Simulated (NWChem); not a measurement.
# methanethiol (CH₄S); SMILES SC

All runs: NWChem. Medium grid unless said otherwise, to which SCAN and Minnesota functionals are sensitive. The geometry was optimised at PBE0/def2-SVP. Hybrids' shares of exact exchange are those that their runs print; pure functionals count as 0. The functionals differ in more than this share.

```csv
row,share of exact exchange,orbital gap (eV)
"LDA (Slater exchange, VWN5)/def2-TZVPD",0.00,4.80
PBE/def2-TZVPD,0.00,4.80
B3LYP/def2-TZVPD,0.20,6.30
PBE0/def2-TZVPD,0.25,6.82
M06-2X/def2-TZVPD,0.54,withheld
Hartree-Fock/def2-TZVPD,1.00,11.47
```

### Question
Fit a straight line of the last column on the one before it, predict the withheld value, and compare with the run.

### Answer

1. Means of the 5 shown rows: x = 0.290, y = 6.838. Slope Σ(x − x̄)(y − ȳ)/Σ(x − x̄)² = 4.520/0.6820 = 6.627; intercept 4.916.
2. The shown rows scatter about the line by 0.139 (root mean square); the largest residual is +0.25, at PBE0/def2-TZVPD.
3. At x = 0.54 (M06-2X/def2-TZVPD; inside the shown range) the line gives 8.49.
4. The run gives 8.36, -0.13 from the line, 0.9 times the scatter.
